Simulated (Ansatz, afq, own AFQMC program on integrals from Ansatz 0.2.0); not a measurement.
HfH, quartet in def2-TZVP, levels against full CI

```yaml
atoms:
  - { symbol: Hf, position_ang: [0.0000, 0.0000, 0.0000] }
  - { symbol: H, position_ang: [0.0000, 0.0000, 2.9970] }
```

Basis def2-TZVP with its core potentials. Noble-gas cores (and the filled d shells of Ga–Kr and In–Xe) are frozen. AFQMC by an in-house program on the Cholesky factors that Ansatz 0.2.0 writes for its CCSD(T) run. The CISD trial takes its coefficients from CCSD amplitudes. Released means that phaseless walkers are propagated on without the constraint, phases kept. Uncertainties: one standard error, sampling alone. No spin–orbit coupling. The metal's outer-core s and p shells are frozen, which shifts wave-function levels against functionals.

Determinant: UHF, the one that the program's search chose, which needn't be the lowest solution. The geometry is a point of a scan.

Full CI on the same integrals is exact in this basis and with this determinant's frozen core.

Cautions: no spin-orbit coupling; outer-core shells of the metal frozen; lower spins were not checked; strong correlation (T1 0.055, weight of the determinant 0.87, largest double 0.10); unrestricted determinant spin contaminated (⟨S²⟩ 3.94 against 3.75); the released energies have errors that jump between times, so the bars are unsure, so no released level is given (meV from the phaseless value at times in 1/Eh: -4.1 ± 2.4 at 0.60, -13.9 ± 2.2 at 1.20, -24327 ± 24312 at 2.00, -18.8 ± 2.5 at 3.00, -26 ± 4 at 4.20); CCSDTQ on the ROHF determinant differs (68 meV higher), by its state or its frozen core.

The T1 diagnostic is 0.0552. The weight of the determinant in the CISD state is 0.873, the ⟨S²⟩ of the determinant is 3.936 and the size of the correlated space is 5 electrons in 42 orbitals.

```csv
level,correlation energy (eV)
MP2,-0.9739
CCSD,-1.5344
CCSD(T),-1.5953
```

Q: Estimate where phaseless AFQMC with a CISD trial lies against CCSD(T) on the same integrals.

A: 0.2 ± 0.2 kJ/mol below CCSD(T). The gap is under twice the noise, so this walk alone can't tell the two apart.

Reference: full CI, correlation energy -1.639 eV.

| level | E − E(reference) (kJ/mol) | share of correlation (%) |
| --- | --- | --- |
| CCSD(T) | 4.2 | 97.36 |
| CCSDT | 0.4 | 99.75 |
| CCSDT(Q) | 0.1 | 99.93 |
| CCSDTQ | 0.0 | 100.00 |
| ph-AFQMC/HF | 21.0 ± 1.0 | 86.69 |
| ph-AFQMC/CISD | 4.0 ± 0.2 | 97.50 |

CCSDT and higher add their correlation energy to the determinant of the CCSD(T) run, since their own runs factorise the integrals more tightly (a shift of under 2 meV).
